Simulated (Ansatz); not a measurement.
# A barrier at the coupled-cluster level

Start structure (CH8SSi, closed shell), relaxed at PBE0-D4/def2-TZVP:

```xyz
11
angstrom
Si -0.9383 0.6279 -0.4113
H 0.1699 1.3653 -1.0798
H -1.1479 -0.6470 -1.1525
H -2.1759 1.4435 -0.5485
C -0.5409 0.3030 1.3840
H 2.3427 -0.3262 -1.3236
S 2.3802 -1.5311 -0.7344
H -1.3556 -0.2386 1.8697
H 0.3689 -0.2957 1.4640
H -0.3871 1.2405 1.9231
H 1.2841 -1.9416 -1.3906
```

The step: CH₆Si ([CH3][SiH3]) + H₂S → CH₆SSi ([CH3][SiH2][SH]) + H₂; bonds formed: Si1–S7, H2–H6; bonds broken: Si1–H2, H6–S7. Computed with Ansatz 0.2.0 (basis: def2-TZVPP and def2-QZVPP); correlated methods freeze the cores. Extrapolation: Hartree–Fock as exp(−7.88 √X), correlation as X^−2.97. Energies below are by CCSD(T) at an estimated basis limit (MP2 extrapolated from triple and quadruple zeta, plus CCSD(T) − MP2 in triple zeta).

Question: What are the electronic barrier and the energy of the step, from the start structure to the end structure? (To be estimated.)

Answer: Computed: Barrier 49.88 kcal/mol; step energy -8.56 kcal/mol (downhill); reverse barrier, their difference, 58.44 kcal/mol. Barrier and step energy count from the start structure, the reverse barrier from the end structure.

The saddle point: One imaginary mode of 1132i cm⁻¹.
```
  pair  start (Å)  saddle (Å)  end (Å)
Si1–S7       3.97        2.53     2.15
 H2–H6       2.76        0.94     0.75
Si1–H2       1.49        1.73     3.88
 H6–S7       1.34        1.76     3.17
```

Zero-point energy (harmonic, PBE0-D4): ZPE is 48.44 kcal/mol at the start and 47.88 kcal/mol at the saddle, so the barrier goes from 49.88 to 49.31 kcal/mol.

T1 diagnostic: at most 0.013.

Labels in which every atom is bracketed show which atoms are joined, not bond orders.

For scale, one of the runs: CCSD(T)/def2-TZVPP, 227 basis functions, launched by `ansatz run in.yaml --threads 4 --pin off --events-out ev --progress --plain --max-ram 9574MiB`. Hardware: 4 CPU threads of an Arm Neoverse V2, shared host. Wall time 46 s; peak host memory 3.5 GiB.
